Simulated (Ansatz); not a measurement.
Relaxation of C$_{2}$H$_{6}$FO (10 atoms, charge 0, multiplicity 2), to a largest force component of 0.03 eV/Å in at most 50 steps.

Level of theory: Ansatz 0.2.0, UKS PBE-D4/def2-SVP.

```xyz
10
Properties=species:S:1:pos:R:3
H -0.404 -1.045 0.111
O 0.363 -1.475 0.535
C 1.319 -0.464 0.770
C -1.532 0.742 -0.954
F -0.607 1.688 -0.739
H 0.964 0.335 1.467
H 2.202 -0.944 1.240
H 1.670 0.045 -0.160
H -1.558 0.330 -1.977
H -2.417 0.787 -0.293
```

**Question.** Where does it end, and by what steps?

**Answer.** The run converged. After 5 steps the energy has fallen by 0.027 eV; H1 moved furthest, 0.26 Å.

```csv
step,energy less start (eV),largest force component (eV/Å),accepted
0,0.0000,0.186,yes
1,-0.0169,0.380,yes
2,-0.0257,0.155,yes
3,-0.0265,0.101,yes
4,-0.0270,0.038,yes
5,-0.0270,0.011,yes
```

```xyz
10
Properties=species:S:1:pos:R:3
H -0.466 -0.810 0.013
O 0.258 -1.339 0.431
C 1.295 -0.442 0.752
C -1.466 0.641 -0.886
F -0.604 1.653 -0.737
H 0.997 0.347 1.487
H 2.115 -1.029 1.216
H 1.726 0.083 -0.136
H -1.493 0.200 -1.898
H -2.362 0.695 -0.243
```

Time of the run: 13 s on 2 threads of Arm Neoverse V2, on a shared host, peak memory 0.14 GiB.
